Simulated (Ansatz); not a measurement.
Mulliken charges of C₂H₃F₃O (`FCOC(F)F`) from ωB97M-V/def2-TZVPP in Ansatz (PBE0-D4/def2-TZVP geometry).

| atom | x (Å) | y (Å) | z (Å) | charge (e) |
| --- | --- | --- | --- | --- |
| F1 | -0.183 | -1.919 | -0.054 | -0.218 |
| C2 | 0.727 | -0.928 | 0.211 | 0.130 |
| O3 | 0.493 | 0.170 | -0.599 | -0.246 |
| C4 | -0.613 | 0.908 | -0.276 | 0.345 |
| F5 | -0.769 | 1.810 | -1.244 | -0.170 |
| F6 | -0.409 | 1.574 | 0.886 | -0.190 |
| H7 | 1.722 | -1.292 | -0.042 | 0.122 |
| H8 | 0.642 | -0.676 | 1.272 | 0.120 |
| H9 | -1.522 | 0.308 | -0.172 | 0.108 |

Task: By hand: the dipole of these point charges (1 e Å = 4.8032 D).

Result: Σ q r = (0.133, -0.243, 0.263) e Å, of length 0.382 e Å = 1.83 D.

Task: How does the dipole of the full density compare? (Best estimate.)

Result: Ansatz gave: (0.094, -0.227, 0.225) e Å, 1.60 D; the point charges give 1.14 times that, at 5° from its direction.

Point charges leave out the atoms' own dipoles, such as those of lone pairs, and Mulliken's split depends on the basis, so the close match here is no proof of good charges.
